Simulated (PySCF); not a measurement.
## Static response to an electric field

Methylthiirane, C₃H₆S.
Numbering: `[CH3:1][C@H:2]1[CH2:3][S:4]1` (hydrogens: H5, H6, H7 on C1; H8 on C2; H9, H10 on C3)

Cartesian coordinates in Å at the GFN2-xTB level; atoms count from 1:
```xyz
10
C3H6S angstrom
C     -1.255   -0.091   -0.014
C      0.176   -0.289   -0.430
C      1.264    0.448    0.253
S      1.226   -1.314    0.631
H     -1.322    0.054    1.062
H     -1.666    0.785   -0.514
H     -1.854   -0.958   -0.285
H      0.314   -0.498   -1.486
H      1.004    1.094    1.081
H      2.122    0.774   -0.320
```

Level: PBE0/def2-SVPD (PySCF), static field, nuclei fixed, core orbitals frozen in the response. The polarisability tensor in these axes (au):

```
x   59.14 -4.04  3.49
y   -4.04 57.62 -3.82
z    3.49 -3.82 50.32
```

Q: What are the eigenvalues, a third of the trace, and Δα (Δα² = ½Σ(αi − αj)² over the three pairs)?

A: Principal values 48.37, 54.34 and 64.36 au; mean 55.69 au = 8.25 Å³ = 9.18 × 10⁻⁴⁰ C²·m²/J; Δα = 14.00 au (25 % of the mean).

Q: What is the dipole moment, and where does it point?

A: (-0.88, 1.68, -0.90) D, 2.10 D in size, pointing from the negative to the positive side. Measured along this direction, the outermost atoms are S4 at the negative end and H6 at the positive end.

Q: What depolarisation ratio follows for Rayleigh scattering of linearly polarised light, taking the static tensor?

A: ρ = 3Δα²/(45ᾱ² + 4Δα²) = 587.6/(139561 + 783.4) = 0.00419.

Q: Directions of the eigenvectors, and the extent of the frame along each?

A: Largest value along (0.71, -0.62, 0.34), where the nuclei span 3.74 Å; middle along (0.68, 0.73, -0.10), 3.97 Å; least along (-0.19, 0.30, 0.93), 2.86 Å. The strongest response doesn't lie along the longest of the three spans.

Q: Molar refractivity from α?

A: Lorentz–Lorenz: R = (4π/3)N_A α = 2.5225 cm³/(mol·Å³) × 8.25 Å³ = 20.8 cm³/mol, in the limit of long wavelengths.

Q: What would n − 1 = 2πNα be for an ideal gas of these molecules at 400 K and 1 atm, electronic part alone?

A: N = p/kT = 1.8347 × 10¹⁹ cm⁻³, so n − 1 = 2π × N × 8.25 × 10⁻²⁴ cm³ = 951 × 10⁻⁶ at long wavelengths.

Q: Give the eigenvalues of the traceless quadrupole moment Θ = ½Σq(3rr − r²1), origin at the centre of nuclear charge.

A: -2.68, -0.29, 2.97 D·Å. The values depend on the origin, since the dipole doesn't vanish. The electronic extent ⟨r²⟩ about the same centre is 366 bohr², a root-mean-square distance of 1.60 Å for the 40 electrons.

Isolated species at its GFN2-xTB geometry, gas phase.
